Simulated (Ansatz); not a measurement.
Abridged output of a molecular run in Ansatz:

```
Functional definition: HF
1051 factors; integrals over basis functions are off by at most 1.3e-3 eV
mean field evaluation 1: about -24047.6471 eV, gradient 1.7e1 eV
mean field evaluation 2: about -24047.7952 eV, gradient 1.8e1 eV
mean field evaluation 4: about -24049.1428 eV, gradient 2.2e0 eV
mean field evaluation 8: about -24049.1695 eV, gradient 9.1e-2 eV
mean field -24049.16954896 eV, -883.7906798115 hartree, gradient 2.6e-6 eV, S^2 0.000000; 0 other end points of the search recorded, 0 dependent functions left out
15 core orbitals not correlated: weight in the atoms' cores, before any rotation towards them, 1.000 or more for the frozen orbitals, at most 0.000 for the correlated occupied ones
reference -24049.16954896 eV, -883.7906798115 hartree; 8, 8 occupied and 159, 159 virtual orbitals, 1051 factors
second order -9.14083606 eV of doubles, -0.00000000 eV of singles
cycle   1  -9.98063815 eV  change   -8.4e-1 eV  update   7.8e-2
cycle   2  -10.34233806 eV  change   -3.6e-1 eV  update   2.6e-2
cycle   3  -10.38148127 eV  change   -3.9e-2 eV  update   9.7e-3
cycle   4  -10.37664357 eV  change    4.8e-3 eV  update   3.1e-3
cycle   5  -10.37617975 eV  change    4.6e-4 eV  update   1.1e-3
cycle   6  -10.37602767 eV  change    1.5e-4 eV  update   3.5e-4
cycle   7  -10.37599714 eV  change    3.1e-5 eV  update   1.1e-4
cycle   8  -10.37604164 eV  change   -4.4e-5 eV  update   4.2e-5
cycle   9  -10.37604749 eV  change   -5.9e-6 eV  update   1.4e-5
perturbative correction -0.40473654 eV, -0.0148737937 hartree
Total energy: -24059.95033299 eV, -884.1868663174 hartree
```

Its atoms:

Z-matrix (Å, degrees):
```
Al
S 1 2.183
H 1 1.580 2 116.2
H 1 1.581 2 120.5 3 180.0
Al 2 2.183 1 101.4 3 180.0
H 5 1.581 2 120.5 1 -0.2
H 5 1.580 2 116.2 1 179.8
```

Task: Which basis set was used?
A. def2-QZVPP
B. def2-TZVPPD
C. def2-TZVPP
D. def2-SVP

Result: C. It gives 182 functions.

Task: Write the keys of the input that set method, charge and spin (a neutral closed shell needs none for the last two).

Result: 
```yaml
correlation: {method: ccsd_t}
```
